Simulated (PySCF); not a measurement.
**Oxygen: a sound run and one with changed settings**

Sound run: O [He] 2s2 2p4, O⁺ [He] 2s2 2p3. Computed with PySCF 2.14 in x2c-TZVPall (5s3p2d1f, 31 functions), with the spin-free X2C one-electron Hamiltonian (Gaussian nucleus). In the sound run the correlated levels freeze 1s2. The sound run starts from symmetry-adapted Hartree-Fock orbitals and uses a fine grid where one is needed.

A second run was set up differently.

```tsv
species	method	sound run (hartree)	changed run (hartree)	converged
O	MP2	-75.00964	-74.93453	yes
O	CCSD(T)	-75.02909	-74.94265	yes
O⁺	MP2	-74.52274	-74.44974	yes
O⁺	CCSD(T)	-74.53957	-74.45380	yes
```

Ionisation energy of O:

```csv
method,sound run (eV),changed run (eV)
UHF,12.007,12.007
MP2,13.249,13.192
SCS-MP2,13.344,13.398
CCSD,13.285,13.280
CCSD(T),13.320,13.302
```

Q: What was changed?
A. all electrons correlated in a valence basis
B. too few SCF iterations
C. a valence shell is frozen
D. basis contracted for another Hamiltonian

A: C. Freezing a valence shell removes pair correlation that changes on ionisation.
